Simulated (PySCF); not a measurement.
Species: C5H6S.
Bonds: C1–C2, C2–C3 (aromatic), C3–C4 (aromatic), C4–C5 (aromatic), C5–S6 (aromatic), C2–S6 (aromatic). Hydrogens: H7, H8, H9 on C1; H10 on C3; H11 on C4; H12 on C5.

The same species was optimised twice, with GFN2-xTB and with PBE0-D3(BJ)/def2-SVP (PySCF), and the same property calculations (PySCF, gas phase) were run on both structures.

| coordinate | GFN2-xTB | PBE0-D3(BJ)/def2-SVP | change |
| --- | --- | --- | --- |
| C2–C3 (Å) | 1.358 | 1.373 | +0.015 |
| C4–C5 (Å) | 1.354 | 1.368 | +0.014 |
| C3–C4 (Å) | 1.415 | 1.425 | +0.010 |
| C2–S6 (Å) | 1.737 | 1.731 | -0.006 |
| C1–C2 (Å) | 1.487 | 1.492 | +0.005 |
| C5–S6 (Å) | 1.722 | 1.719 | -0.003 |
| C2–S6–C5 (°) | 91.3 | 92.5 | +1.2 |
| C1–C2–S6 (°) | 120.5 | 121.1 | +0.6 |
| C3–C2–S6 (°) | 110.8 | 110.3 | -0.5 |
| C4–C5–S6 (°) | 112.0 | 111.4 | -0.6 |
| C3–C4–C5 (°) | 112.6 | 112.4 | -0.2 |
| C1–C2–C3 (°) | 128.7 | 128.6 | -0.1 |
| C2–C3–C4 (°) | 113.4 | 113.5 | +0.1 |

Rotational constants: A = 5280, B = 3166, C = 2004 MHz (GFN2-xTB) against A = 5286, B = 3118, C = 1986 MHz (PBE0-D3(BJ)/def2-SVP). Atoms that the bonding makes alike are paired by their places after alignment.

On the GFN2-xTB structure: HOMO (eV) -6.58 [PBE0/pcSseg-1]; LUMO (eV) -0.27 [PBE0/pcSseg-1]; dipole (D) 0.70 [PBE0/pcSseg-1]; GIAO shielding of C1 (ppm) 168.5 [PBE0/pcSseg-1]; GIAO shielding of C2 (ppm) 35.9 [PBE0/pcSseg-1]; GIAO shielding of C3 (ppm) 57.7 [PBE0/pcSseg-1]; GIAO shielding of C4 (ppm) 56.5 [PBE0/pcSseg-1]; GIAO shielding of C5 (ppm) 54.0 [PBE0/pcSseg-1]; GIAO shielding of S6 (ppm) 272.6 [PBE0/pcSseg-1].

**Question.** What do these properties become on the PBE0-D3(BJ)/def2-SVP structure?

**Answer.** 
```csv
property,level,on GFN2-xTB,on PBE0-D3(BJ)/def2-SVP,change
HOMO (eV),PBE0/pcSseg-1,-6.58,-6.58,0.00
LUMO (eV),PBE0/pcSseg-1,-0.27,-0.32,-0.05
dipole (D),PBE0/pcSseg-1,0.70,0.69,-0.01
"energy, GFN2-xTB geometry as zero (kcal/mol)",PBE0/pcSseg-1,0.0,-0.3,-0.3
GIAO shielding of C1 (ppm),PBE0/pcSseg-1,168.5,167.0,-1.5
GIAO shielding of C2 (ppm),PBE0/pcSseg-1,35.9,36.2,+0.3
GIAO shielding of C3 (ppm),PBE0/pcSseg-1,57.7,54.3,-3.4
GIAO shielding of C4 (ppm),PBE0/pcSseg-1,56.5,53.4,-3.1
GIAO shielding of C5 (ppm),PBE0/pcSseg-1,54.0,52.3,-1.7
GIAO shielding of S6 (ppm),PBE0/pcSseg-1,272.6,269.0,-3.6
```

The heavy atoms differ by 0.012 Å rms after alignment. Among bonds between heavy atoms C2–C3 and C4–C5 change most and about equally (+0.014 to +0.015 Å). Changes are differences of the printed values. Neither structure is proved a minimum here.
